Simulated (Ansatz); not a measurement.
**BPH4 (SMILES BP): the electronic atomisation energy, rung by rung**

BPH4: 6 atoms, total charge 0, spin state singlet. SMILES: `BP`. Geometry: relaxed at GFN2-xTB.

Each level gives the electronic atomisation energy (eV). The values are calculated. Electronic energies at fixed atoms, without zero-point motion or spin-orbit coupling.

| level | kind | program | value (eV) | less FCI/STO-3G |
| --- | --- | --- | --- | --- |
| PBE/STO-3G | GGA | Ansatz | 24.81 | +3.97 |
| r2SCAN/STO-3G | meta-GGA | Ansatz | 24.40 | +3.56 |
| PBE0/STO-3G | global hybrid | Ansatz | 24.30 | +3.46 |
| CAM-B3LYP/STO-3G | range-separated hybrid | Ansatz | 24.60 | +3.76 |
| wB97M-V/STO-3G | range-separated hybrid | Ansatz | 25.05 | +4.21 |
| BCCD(T)/STO-3G | coupled cluster or CI | Ansatz | 20.83 | -0.01 |
| CCSD(T)/STO-3G | coupled cluster or CI | Ansatz | 20.83 | -0.01 |
| FCI/STO-3G | exact in the basis | Ansatz | 20.84 | 0.00 |

FCI/STO-3G is exact within its basis and frozen core, so for wave-function methods in that basis the difference is their error; functionals converge differently with the basis, so for them it is only a difference. The values span 20.83 to 25.05 eV. All rows use very small basis sets, so none should be taken for the real molecule's value.
